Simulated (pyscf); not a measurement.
Optimised with ωB97X-D3(BJ)/def2-SVP in PySCF.

**Question.** H₃Si–O–B(Cl)–Cl + H₂ → HO–B(Cl)–Cl + SiH₄
Surface: singlet. Broken: O–Si, H–H. Formed: H–O, H–Si. Give ΔE‡ and ΔE from ωB97M-D3(BJ)/def2-TZVP, relative to the separated reactants.

**Answer.** ΔE‡ = 57.0 kcal/mol, ΔE = +15.3 kcal/mol. Zero-point energy shifts the barrier by +1.9 kcal/mol. It is a four-centre exchange, with an imaginary mode of 1282i cm⁻¹. One saddle was located; it need not be the lowest between these sides.
